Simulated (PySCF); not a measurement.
Compound: 1,2-butadiene, C₄H₆.
SMILES with atom numbers: `[CH2:1]=[C:2]=[CH:3][CH3:4]` (hydrogens: H5, H6 on C1; H7 on C3; H8, H9, H10 on C4)

Computed by this run: PySCF, PBE0-D3(BJ)/def2-TZVP geometry optimisation, gas phase; density fitting, grid level 2; the optimiser is geomeTRIC in internal coordinates, started from a GFN2-xTB structure with every atom displaced at random (about 0.01 Å).

Step 0: E = -4240.4565 eV
```
atom  x, y, z in Å  |  force x, y, z in eV/Å
C1      2.0342    0.3441   -0.4149   -1.527  -0.054  -0.996
C2      0.8346   -0.1586   -0.2452    0.382  -0.114  -0.022
C3     -0.3586   -0.6697   -0.0734    1.493   0.350  -0.123
C4     -1.5028    0.1086    0.3961   -1.681  -0.351   0.744
H5      2.7426    0.3898    0.3614    0.819  -0.033   0.958
H6      2.3071    0.7946   -1.3678    0.017  -0.099   0.055
H7     -0.4920   -1.7198   -0.2650   -0.089  -0.407  -0.123
H8     -2.3150    0.0583   -0.3484    0.079   0.071   0.252
H9     -1.9153   -0.3173    1.3493    0.254   0.258  -0.717
H10    -1.2835    1.1462    0.5863    0.253   0.380  -0.028
```

Step 1: E = -4240.5156 eV
```
atom  x, y, z in Å  |  force x, y, z in eV/Å
C1      2.0091    0.3694   -0.4120    0.274  -0.133   0.278
C2      0.8349   -0.1760   -0.3091   -0.120   0.121   0.110
C3     -0.3497   -0.6750   -0.1150   -0.176  -0.104  -0.169
C4     -1.5259    0.1068    0.3942    0.261  -0.022   0.136
H5      2.6893    0.3395    0.4434   -0.088   0.078  -0.229
H6      2.3650    0.8317   -1.3238   -0.002   0.024  -0.080
H7     -0.5082   -1.7315   -0.3308    0.020   0.042   0.008
H8     -2.4066   -0.0180   -0.2394    0.026  -0.011  -0.011
H9     -1.7765   -0.2350    1.4006   -0.163  -0.071   0.040
H10    -1.2800    1.1644    0.4702   -0.032   0.076  -0.082
```

**Question.** Estimate the geometry and energy of step 2. (The exact step hangs on the optimiser's Hessian estimate; all steps are aligned on step 1, rigid shifts and turns removed.)

**Answer.** E = -4240.5261 eV, largest force 0.263 eV/Å
```
atom  x, y, z in Å  |  force x, y, z in eV/Å
C1      2.0229    0.3567   -0.4008    0.043   0.005  -0.136
C2      0.8388   -0.1703   -0.2841    0.064   0.080   0.243
C3     -0.3504   -0.6673   -0.1055   -0.038  -0.028  -0.055
C4     -1.5303    0.1061    0.4031    0.105   0.005   0.060
H5      2.7452    0.3615    0.4118   -0.119  -0.065   0.017
H6      2.3437    0.8096   -1.3328   -0.002   0.021  -0.052
H7     -0.5069   -1.7197   -0.3358    0.013  -0.004   0.009
H8     -2.3892   -0.0123   -0.2605   -0.034   0.011  -0.023
H9     -1.8271   -0.2552    1.3934   -0.022  -0.021  -0.045
H10    -1.2955    1.1672    0.4894   -0.010  -0.004  -0.017
```

The energy changes by -0.0106 eV. The first-order estimate −F·Δx gives -0.0232 eV and the mean of the old and new forces, exact on a quadratic surface, -0.0107 eV. The step makes an angle of 72° with the force vector and moves no atom by more than 0.068 Å.

What follows is the cost of the whole optimisation. The run took 58 s on one thread of an Arm Neoverse V2, no GPU, shared host, and the process peaked at 0.72 GiB of memory.
